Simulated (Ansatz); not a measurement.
Geometry optimisation, UKS PBE/STO-3G in Ansatz 0.2.0.

The input (input.yaml):

```yaml
crystal:
  periodic: [false, false, false]
  atoms:
    - { symbol: C, position_ang: [-0.1311, 0.5907, -0.0324] }
    - { symbol: C, position_ang: [0.1985, -0.7955, 0.0532] }
    - { symbol: F, position_ang: [-0.7746, -1.7513, -0.0466] }
    - { symbol: F, position_ang: [1.5717, -1.1268, 0.2047] }
    - { symbol: H, position_ang: [0.5156, 1.2484, 0.5131] }
    - { symbol: H, position_ang: [-1.1892, 0.8036, 0.346] }
    - { symbol: H, position_ang: [-0.1297, 0.9629, -1.0838] }
magnetization:
  spin_polarized: true
  initial_magnetization: 1
basis:
  gaussian: { orbitals: STO-3G }
hamiltonian:
  xc: pbe
relax:
  f_tol: 0.02
  max_steps: 40
```

Command:

```bash
$ ansatz run input.yaml --threads 1 --pin off --max-ram 2048MiB --backend cpu --events-out ev --progress --plain --runs-dir out
```

**Question.** Where does it end, and by what steps?

**Answer.** It converged. Limits of this set-up: minimal basis. After 6 steps the energy has fallen by 0.625 eV; C2 moved furthest, 0.29 Å.

| step | energy less start (eV) | largest force component (eV/Å) | accepted |
| --- | --- | --- | --- |
| 0 | 0.0000 | 3.266 | yes |
| 1 | -0.3393 | 1.232 | yes |
| 2 | -0.5518 | 1.185 | yes |
| 3 | -0.5790 | 1.127 | yes |
| 4 | -0.6012 | 0.545 | yes |
| 5 | -0.6241 | 0.134 | yes |
| 6 | -0.6245 | 0.020 | yes |

```xyz
7
Properties=species:S:1:pos:R:3
C -0.170 0.650 -0.012
C 0.194 -0.828 0.340
F -0.684 -1.774 -0.174
F 1.509 -1.179 0.061
H 0.520 1.335 0.517
H -1.203 0.865 0.323
H -0.105 0.863 -1.101
```

Time of the run: 9 s on 1 thread of Arm Neoverse V2 (shared host), peak memory 0.11 GiB.
